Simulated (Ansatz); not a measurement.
```yaml
crystal:
  periodic: [false, false, false]
  atoms:
    - {symbol: Si, position_ang: [0.000000, 0.000000, 0.000000]}
    - {symbol: Cl, position_ang: [0.000000, 0.000000, 1.980900]}
basis:
  gaussian: {orbitals: def2-TZVP}
magnetization: {spin_polarized: true, initial_magnetization: 3}
hamiltonian: {xc: pbe0}
relax: {f_tol: 0.004, max_steps: 80}
```

```sh
$ ansatz run in.yaml --threads 1 --pin off --events-out ev --progress --plain --max-ram 2176MiB
```

Steps of the relaxation (energy above the last step; positions in Å, forces in eV/Å):

```
2
step 1, 54.8 meV
Si    0.000    0.000    0.000    0.000    0.000   -1.520
Cl    0.000    0.000    1.981    0.000    0.000    1.520
```

```
2
step 2, 0.5 meV
Si    0.000    0.000   -0.034    0.000    0.000   -0.132
Cl    0.000    0.000    2.015    0.000    0.000    0.132
```

```
2
step 3, 0.0 meV
Si    0.000    0.000   -0.038    0.000    0.000   -0.012
Cl    0.000    0.000    2.019    0.000    0.000    0.012
```

```
2
step 4, 0.0 meV
Si    0.000    0.000   -0.038    0.000    0.000    0.000
Cl    0.000    0.000    2.019    0.000    0.000    0.000
```

Close pairs at the end: Si1–Cl2 2.058 Å.

A stationary point of unrestricted PBE0 after 4 steps, with ⟨S²⟩ = 3.752 against 3.75 for a pure state. 2.6 s on 1 thread of AMD EPYC 9R45, shared host.
